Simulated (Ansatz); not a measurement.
H2, charge -1, doublet, at the geometry of the source list (a state made from the parent by changing its charge; the spin is typed, not shown lowest) (a gas-phase anion, which may not be bound at this level); MP2/def2-SVP in Ansatz (an electronic-structure program).

Input for Ansatz:
Ansatz 0.2 input:
```yaml
crystal:
  periodic: [false, false, false]
  atoms:
    - {symbol: H, position_ang: [0.00000000, 0.00000000, 0.36858300]}
    - {symbol: H, position_ang: [0.00000000, 0.00000000, -0.36858300]}
basis:
  gaussian:
    orbitals: def2-SVP
total_charge: -1
magnetization: {spin_polarized: true, initial_magnetization: 1}
correlation: {method: mp2}
```

What the program printed (banner, timings and long lists left out):

```
Functional definition: HF
104 factors; integrals over basis functions are off by at most 2.4e-4 eV
mean field evaluation 1: about -25.1484 eV, gradient 5.6e0 eV
mean field evaluation 2: about -25.1498 eV, gradient 5.6e0 eV
mean field evaluation 4: about -25.4977 eV, gradient 6.7e-1 eV
mean field evaluation 8: about -25.5062 eV, gradient 2.0e-6 eV
a density is far from that of the atoms, so the factors are made again for it
106 factors; integrals over basis functions are off by at most 2.0e-4 eV
mean field evaluation 16: about -25.1498 eV, gradient 5.6e0 eV
mean field -25.50617873 eV, -0.9373347797 hartree, gradient 1.2e-6 eV, S^2 0.753407; 1 other end points of the search recorded, 0 dependent functions left out
reference -25.50617873 eV, -0.9373347797 hartree; 2, 1 occupied and 8, 9 virtual orbitals, 106 factors
second order -0.78074211 eV of doubles, -0.00000000 eV of singles
Total energy: -26.28692085 eV, -0.9660265232 hartree
```
